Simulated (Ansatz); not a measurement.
One change: `CNC(O)F` becomes `CNC(O)S`.

Ansatz, PBE0-D4/def2-TZVP geometries, multiplicity 1. Each molecule was computed in one conformer, which needn't be the lowest.

```
                                          property  `CNC(O)F`
size of the dipole moment (ωB97M-V/def2-TZVPP) / D       2.74
                 LUMO energy (PBE/def2-TZVPP) / eV       0.17
                LUMO energy (PBE0/def2-TZVPP) / eV       1.01
               LUMO energy (B3LYP/def2-TZVPP) / eV       0.63
               HOMO–LUMO gap (PBE/def2-TZVPP) / eV       6.15
    size of the dipole moment (PBE/def2-TZVPP) / D       2.63
```

Task: What does the change do to each property? (Estimate.)

Result: The calculation gave: 
```
                                          property  `CNC(O)S`  shift
size of the dipole moment (ωB97M-V/def2-TZVPP) / D       2.61  -0.13
                 LUMO energy (PBE/def2-TZVPP) / eV      -0.75  -0.92
                LUMO energy (PBE0/def2-TZVPP) / eV       0.19  -0.82
               LUMO energy (B3LYP/def2-TZVPP) / eV      -0.10  -0.73
               HOMO–LUMO gap (PBE/def2-TZVPP) / eV       4.82  -1.33
    size of the dipole moment (PBE/def2-TZVPP) / D       2.56  -0.07
```

With PBE0 the HOMO rises by 0.58 eV and the LUMO falls by 0.82 eV, so the gap narrows by about 1.40 eV. PBE moves the HOMO by 0.41 eV and ωB97M-V by 0.69 eV. Dipoles are sizes alone; their direction can turn.

B3LYP here is the variant with VWN-RPA as its local correlation; programs differ in this.
